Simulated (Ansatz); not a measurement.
Input file:

```yaml
crystal:
  periodic: [false, false, false]
  atoms:
    - {symbol: B, position_ang: [0.000000, 0.000000, 3.141016]}
    - {symbol: Al, position_ang: [0.000000, 0.000000, -1.069623]}
    - {symbol: H, position_ang: [0.000000, -2.857937, -2.528650]}
    - {symbol: H, position_ang: [0.000000, 2.857937, -2.528650]}
basis:
  gaussian: {orbitals: 6-31G}
magnetization: {spin_polarized: false, initial_magnetization: 2}
correlation: {method: ccsdt_q, electrons: outside_noble_gas}
```

```sh
$ ansatz run in.yaml --threads 1 --pin off --events-out ev --progress --plain --max-ram 2393MiB
```

(1) Roughly how long does this take on 1 thread of Intel Xeon Platinum 8488C, shared host, and how much host memory?

```
543 factors; integrals over basis functions are off by at most 1.3e-7 eV
mean field evaluation 1: about -7270.6794 eV, gradient 9.1e0 eV
mean field evaluation 2: about -7270.6813 eV, gradient 9.1e0 eV
mean field evaluation 4: about -7273.5871 eV, gradient 2.8e0 eV
mean field evaluation 8: about -7273.6969 eV, gradient 3.4e-3 eV
mean field evaluation 16: about -7273.6969 eV, gradient 3.8e-4 eV
mean field evaluation 32: about -7274.7405 eV, gradient 2.4e-6 eV
mean field evaluation 64: about -7273.0775 eV, gradient 4.3e0 eV
mean field evaluation 96: about -7272.9040 eV, gradient 1.0e0 eV
mean field evaluation 128: about -7274.6448 eV, gradient 1.6e-1 eV
mean field evaluation 160: about -7274.7398 eV, gradient 1.1e-1 eV
...
cycle  46  -4.55015525 eV  change    2.6e-7 eV  update   2.2e-6
cycle  47  -4.55015594 eV  change   -6.9e-7 eV  update   1.2e-5
cycle  48  -4.55015615 eV  change   -2.1e-7 eV  update   3.2e-6
cycle  49  -4.55015648 eV  change   -3.3e-7 eV  update   2.5e-6
cycle  50  -4.55015651 eV  change   -2.7e-8 eV  update   1.6e-6
cycle  51  -4.55015629 eV  change    2.2e-7 eV  update   2.6e-6
cycle  52  -4.55015591 eV  change    3.8e-7 eV  update   9.9e-7
cycle  53  -4.55015576 eV  change    1.5e-7 eV  update   9.7e-7
cycle  54  -4.55015565 eV  change    1.1e-7 eV  update   8.1e-7
cycle  55  -4.55015562 eV  change    2.2e-8 eV  update   3.7e-7
perturbative correction -0.00373008 eV, -0.0001370779 hartree
WARN: these amplitudes may be one of several solutions (largest doubles amplitude 0.23, level shift 5.90 eV)
Total energy: -7278.25079665 eV, -267.4707834013 hartree
```

For the same geometry and basis full CI lies 0.8 meV lower.

Results:

(1) 11 s wall and 0.16 GiB.
